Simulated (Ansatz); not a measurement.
# C4H7O radical: energies up the ladder

An exercise on one series of results from a longer session: the logs are not shown, and one member is left open.

Computed with Ansatz 0.2.0 (the levels named in each step, unless a step's input says otherwise).

## The structure to begin with

Bond lengths: C1–C2 1.321 Å, C2–C3 1.526 Å, C3–C4 1.555 Å, C3–O5 1.308 Å, C1–H6 1.077 Å, C1–H7 1.077 Å, C2–H8 1.081 Å, C3–H9 1.126 Å, C4–H10 1.087 Å, C4–H11 1.087 Å, C4–H12 1.086 Å. Angles (14 of 18 angles, heavy atoms first): C1–C2–C3 123.1°, C2–C3–C4 110.1°, C2–C3–O5 116.2°, C4–C3–O5 114.4°, C1–C2–H8 122.4°, C3–C2–H8 114.5°, C2–C1–H6 120.5°, C2–C1–H7 122.0°, C2–C3–H9 102.5°, C4–C3–H9 104.6°, O5–C3–H9 107.6°, C3–C4–H10 108.4°, C3–C4–H11 109.4°, C3–C4–H12 110.7°.

As a file:

```xyz
12

C    -1.8149   -0.3239    0.6776
C    -0.5994   -0.7944    0.4619
C     0.4289   -0.0800   -0.4094
C     1.7784    0.0486    0.3531
O     0.0292    1.0213   -0.9907
H    -2.1357    0.5952    0.2165
H    -2.5164   -0.8280    1.3211
H    -0.2497   -1.7178    0.9017
H     0.6310   -0.8375   -1.2174
H     1.6299    0.7054    1.2066
H     2.5213    0.4944   -0.3025
H     2.1213   -0.9237    0.6939
```

Set-up of the first run:

The input, input.yaml:

```yaml
crystal:
  periodic: [false, false, false]
  atoms:
    - { symbol: C, position_ang: [-1.81487, -0.32385, 0.67759] }
    - { symbol: C, position_ang: [-0.59942, -0.79441, 0.46192] }
    - { symbol: C, position_ang: [0.42895, -0.07996, -0.40945] }
    - { symbol: C, position_ang: [1.7784, 0.04861, 0.35308] }
    - { symbol: O, position_ang: [0.02924, 1.02127, -0.99074] }
    - { symbol: H, position_ang: [-2.13568, 0.5952, 0.21649] }
    - { symbol: H, position_ang: [-2.51637, -0.82797, 1.32106] }
    - { symbol: H, position_ang: [-0.24974, -1.71783, 0.90168] }
    - { symbol: H, position_ang: [0.63102, -0.83754, -1.21743] }
    - { symbol: H, position_ang: [1.62992, 0.70536, 1.20659] }
    - { symbol: H, position_ang: [2.52134, 0.49442, -0.30254] }
    - { symbol: H, position_ang: [2.1213, -0.92374, 0.69395] }
magnetization:
  spin_polarized: true
  initial_magnetization: 1
basis:
  gaussian: { orbitals: def2-SVPD }
hamiltonian:
  xc: pbe
  dispersion: d4
relax:
  f_tol: 0.03
  max_steps: 200
```

On the command line:

```sh
$ ansatz run input.yaml --threads 8 --pin off --max-ram 22528MiB --backend cpu --events-out ev --progress --plain --runs-dir out
```

Among the steps run: A rough first relaxation, PBE-D4/def2-SVPD; Relaxation, PBE0-D4/def2-TZVPPD; Frequencies, PBE0-D4/def2-TZVPPD; Single point, PBE-D4/def2-TZVPPD; Single point, r2SCAN-D4/def2-TZVPPD; Single point, B3LYP-D4/def2-TZVPPD; Single point, wB97M-V/def2-TZVPPD; Single point, B2PLYP/def2-TZVPPD; Single point, LDA/def2-TZVPPD; Single point, PBE0-D4/def2-SVPD; Single point, PBE-D4/def2-SVPD; The anion of multiplicity 1 at the same geometry, PBE0-D4/def2-TZVPPD; The anion of multiplicity 1 at the same geometry, PBE-D4/def2-TZVPPD; The anion of multiplicity 1 at the same geometry, r2SCAN-D4/def2-TZVPPD; The anion of multiplicity 1 at the same geometry, B3LYP-D4/def2-TZVPPD; The anion of multiplicity 1 at the same geometry, wB97M-V/def2-TZVPPD; The anion of multiplicity 1 at the same geometry, B2PLYP/def2-TZVPPD.

One table of the session follows, with a row left open; its other results are not shown here.

It belongs to the step «Vertical electron affinity». 

| level | vertical electron affinity (eV) |
| --- | --- |
| PBE-D4/def2-TZVPPD | 1.860 |
| r2SCAN-D4/def2-TZVPPD | 1.640 |
| B3LYP-D4/def2-TZVPPD | 1.813 |
| wB97M-V/def2-TZVPPD | 1.698 |
| B2PLYP/def2-TZVPPD | ? |

**Question.** Estimate the row for B2PLYP/def2-TZVPPD.

**Answer.** vertical electron affinity (eV): 1.777. In the column «vertical electron affinity (eV)» it lies between wB97M-V/def2-TZVPPD (1.698) and B3LYP-D4/def2-TZVPPD (1.813).
